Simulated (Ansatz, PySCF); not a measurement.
System: C$_{3}$H$_{3}$ (charge -1, singlet). It need not be the lowest isomer of its formula. Whether it binds its extra electron was not tested at this geometry. 
Structure (B3LYP-D3(BJ)/def2-TZVP (Ansatz, a program for electronic structure) minimum search):
SMILES: [C-]1=CC1
```xyz
6

C     -0.0116    -0.0264     0.8318
C      0.0105    -0.7571    -0.6280
C      0.0060     0.5557    -0.5132
H      0.8884    -0.0678     1.4598
H     -0.9287    -0.0719     1.4343
H      0.0112     1.5065    -1.0375
```
Charge -1, spin multiplicity 1.

Total electronic energies in hartree. Cores are frozen in the correlated levels unless marked. No spin-orbit coupling. Non-relativistic unless marked X2C. CBS(X,Y): correlation extrapolated as X^-3; Hartree-Fock from the larger set. [CCSD(T)-MP2]/basis is that difference in the basis named.

```
level                                                                 program  energy (Eh)
-------------------------------------------------------------  --------------  -----------
HF/cc-pVDZ                                                             Ansatz   -115.18737
RI-HF/aug-cc-pVQZ                                                      Ansatz   -115.23677
BLYP-D3(BJ)/def2-TZVPD                                         Ansatz + dftd3   -115.99038
revPBE-D4/def2-TZVPD                                           Ansatz + dftd4   -116.02074
BP86-D3(BJ)/def2-TZVPD                                          PySCF + dftd3   -116.04162
TPSS/def2-TZVPD                                                         PySCF   -116.05824
TPSS-D3(BJ)/def2-TZVPD                                          PySCF + dftd3   -116.06185
TPSS-D4/def2-TZVPD                                              PySCF + dftd4   -116.06322
M06-L-D4/def2-TZVPD                                             PySCF + dftd4   -116.01885
r2SCAN-D4/def2-TZVPD                                           Ansatz + dftd4   -115.95957
B3LYP-D3(BJ)/def2-TZVPD                                        Ansatz + dftd3   -116.04436
B3LYP/def2-TZVPD                                                       Ansatz   -116.03929
PBE0/6-31G*                                                            Ansatz   -115.81922
PBE0/def2-TZVPD                                                        Ansatz   -115.88676
MP2/aug-cc-pVDZ                                                        Ansatz   -115.63060
RI-MP2/cc-pVTZ                                                         Ansatz   -115.71746
SCS-MP2/6-31G                                                          Ansatz   -115.37543
CCSD/6-31G                                                             Ansatz   -115.40150
CCSD/aug-cc-pVDZ                                                       Ansatz   -115.65388
CCSD(T)/aug-cc-pVTZ                                                    Ansatz   -115.77878
X2C-CCSD(T)/cc-pVTZ-DK                                                 Ansatz   -115.80560
CCSD(T) with core electrons/cc-pwCVTZ                                  Ansatz   -115.91353
RI-MP2/CBS(aug-cc-pVTZ,aug-cc-pVQZ)+[CCSD(T)-MP2]/aug-cc-pVTZ          Ansatz    -115.8308
```

Totals of different functionals don't rank their quality; only differences between species are comparable.
